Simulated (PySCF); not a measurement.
carbonyl sulfide anion (COS), SMILES C(=O)=S (connectivity only; charge and spin as stated), charge -1, multiplicity 2. Geometry: PBE0-D3(BJ)/def2-TZVPD. The spin state was assumed, not searched.

All values below come from PBE0-D3(BJ)/def2-TZVPD (PySCF 2.14.0).

Harmonic wavenumbers (cm⁻¹): 493, 738, 1722. Rotational constants (GHz): 213.1, 6.106, 5.936; symmetry number 1.

### Question
Work out the zero-point energy and the ideal-gas rigid-rotor harmonic-oscillator thermochemistry at 298.15 K and 1 atm.

### Answer
ZPE = ½ Σ hcν = ½ × 2953 cm⁻¹ = 17.66 kJ/mol. H − E(el) = 28.44 kJ/mol. Entropy in J/(mol K): translation 159.82, rotation 88.95, vibration 3.95, spin 5.76, total 258.48. G − E(el) = -48.62 kJ/mol. Cp = 41.87 J/(mol K).
